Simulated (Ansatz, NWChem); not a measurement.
# Heat of formation of C3H6O (allyl alcohol) from total energies

The species is C3H6O (10 atoms), meant as a singlet with charge 0. As SMILES, `C=CCO`. Geometry: relaxed at PBE0-D4/def2-TZVP. This is one conformer, not always the lowest.

Total energies at MP2/cc-pVDZ, 4 core orbitals frozen (NWChem 7.3.0); the atoms run unrestricted:

| species | state | energy (Eh) |
| --- | --- | --- |
| C3H6O | singlet | -192.534777 |
| C | triplet | -37.738310 |
| O | triplet | -74.894132 |
| H | doublet | -0.499278 |

Harmonic wavenumbers at PBE0-D4/def2-TZVP, in cm⁻¹: 120, 335, 346, 449, 673, 928, 948, 970, 1037, 1087, 1154, 1229, 1310, 1352, 1408, 1453, 1494, 1724, 3012, 3083, 3147, 3161, 3238, 3853.

Measured heats of formation of the gaseous atoms at 298.15 K, in kJ/mol: C 716.9, O 249.2, H 218.0. Spin-orbit lowering of the atoms at 298 K (mean of the ground term's levels less their thermal mean, from spectra), in kJ/mol: C 0.02, O 0.40. Take 1 Eh = 2625.50 kJ/mol, 1 cm⁻¹ = 0.0119627 kJ/mol, RT = 2.479 kJ/mol.

Q: Work out the heat of formation of the gas at 298 K.

A: 
1. Electronic atomisation energy: 3 × (-37.738310) + (-74.894132) + 6 × (-0.499278) − (-192.534777) = 1.430047 Eh = 3754.6 kJ/mol.
2. Zero-point energy: half the sum of the wavenumbers, 18755.5 cm⁻¹ = 224.4 kJ/mol.
3. Thermal vibrational enthalpy, Σ hcν̃/(exp(hcν̃/kT) − 1): 5.5 kJ/mol. Translation, rotation and pV of a non-linear molecule: 4 RT = 9.9 kJ/mol.
4. The 10 free atoms carry 5/2 RT each: 62.0 kJ/mol.
5. Spin-orbit coupling lowers the free atoms by 3 × 0.02 + 0.40 = 0.5 kJ/mol.
6. Atomisation enthalpy at 298 K: 3754.6 − 0.5 − 224.4 − 5.5 − 9.9 + 62.0 = 3576.3 kJ/mol.
7. Sum of the atoms' heats of formation: 3707.9 kJ/mol. Heat of formation: 3707.9 − 3576.3 = +131.6 kJ/mol.

The tabulated value is -124.5 kJ/mol (CRC Handbook of Chemistry and Physics), so this level is off by +256.1 kJ/mol, or 6.7 % of the atomisation enthalpy that the table implies (3832.3 kJ/mol). Perturbation theory converges slowly with the basis for atomisation. A double-zeta basis underbinds. Anharmonicity and any spin-orbit splitting of the molecule are left out, and cores are frozen in the wave-function part.
